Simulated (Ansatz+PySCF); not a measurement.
Results of a calculation; reference values are marked as such.
**Several solutions for quartet H₂NO in separate pieces**

```
atom    x (Å)   y (Å)    z (Å)
   O   0.0000  0.0000  -0.1085
   H   0.0000  0.0000   0.8679
   N  30.0000  0.0000  -0.4711
   H  30.0000  0.0000   3.2974
```

Basis set: 6-31G (spherical functions). Charge 0, multiplicity 4.

ROHF was run from several starts with Ansatz (development build ahead of 0.2.0) and PySCF 2.14.0.

| run | program | start | converged | energy (hartree) | <S²> |
| --- | --- | --- | --- | --- | --- |
| A | Ansatz | atomic start, no search | yes | -129.91169 | 3.75 |
| B | PySCF | guess minao, instabilities followed | yes | -130.10201 | 3.75 |
| C | PySCF | guess 1e, instabilities followed | yes | -130.10201 | 3.75 |
| D | Ansatz | search for the lowest state | yes | -130.10201 | 3.75 |
| E | PySCF | guess huckel, instabilities followed | yes | -130.10201 | 3.75 |
| F | PySCF | program defaults | no | – | – |
| G | Ansatz | stability test followed | yes | -129.91169 | 3.75 |
| H | PySCF | guess atom, instabilities followed | yes | -129.97643 | 3.75 |

Which runs reached the lowest solution of this kind, and what is wrong with the others?

B, C, D, E reached the lowest solution found. Converged but too high: A by 5.18 eV, G by 5.18 eV, H by 3.42 eV. Convergence only shows a stationary point, and even a stable one can lie too high; stability tests and further starts are what find lower ones. Not converged: F. Caution: this determinant is likely not that of the ground state. Caution: an unrestricted determinant lies well below (3.93 eV lower). Caution: the determinant breaks the point group.
